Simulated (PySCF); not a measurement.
C₂H₆S, SMILES CSC (connectivity only; charge and spin as stated), charge +1, multiplicity 2. Atoms are numbered in the order given.

```xyz
9

C      1.3865     0.0000    -0.4785
S      0.0000     0.0000     0.6210
C     -1.3865     0.0000    -0.4785
H      1.3376     0.8927    -1.1105
H      2.2938     0.0000     0.1243
H      1.3376    -0.8927    -1.1105
H     -1.3376     0.8927    -1.1105
H     -2.2938     0.0000     0.1243
H     -1.3376    -0.8927    -1.1105
```
Charge +1, spin multiplicity 2.

Geometry optimised at ωB97X-D3(BJ)/def2-TZVP. The spin state was assumed, not searched.

Calculation: B3LYP/pcH-1 run with PySCF.

Unrestricted Kohn–Sham, ⟨S²⟩ = 0.753. Hyperfine tensors hold the contact and dipolar terms, without spin-orbit corrections.

Computed hyperfine couplings:
| nucleus | A(iso) (MHz) | A(iso) (G) | dipolar principal values (MHz) |
|---|---|---|---|
| 13C no. 1 | -16.4 | -5.9 | -4.6, -3.1, 7.7 |
| 33S no. 2 | 35.3 | 12.6 | -92.6, -87.9, 180.5 |
| 13C no. 3 | -16.4 | -5.9 | -4.6, -3.1, 7.7 |
| 1H no. 4 | 104.7 | 37.4 | -5.8, -2.3, 8.1 |
| 1H no. 5 | -1.3 | -0.5 | -3.4, -3.1, 6.5 |
| 1H no. 6 | 104.7 | 37.4 | -5.8, -2.3, 8.1 |
| 1H no. 7 | 104.7 | 37.4 | -5.8, -2.3, 8.1 |
| 1H no. 8 | -1.3 | -0.5 | -3.4, -3.1, 6.5 |
| 1H no. 9 | 104.7 | 37.4 | -5.8, -2.3, 8.1 |

**Question.** And the g tensor (effective nuclear charges for spin-orbit coupling, GIAO)? (The exact figures need the calculation; the answer reports its results.)

**Answer.** principal values 2.0023, 2.0183, 2.0357; isotropic 2.0188.
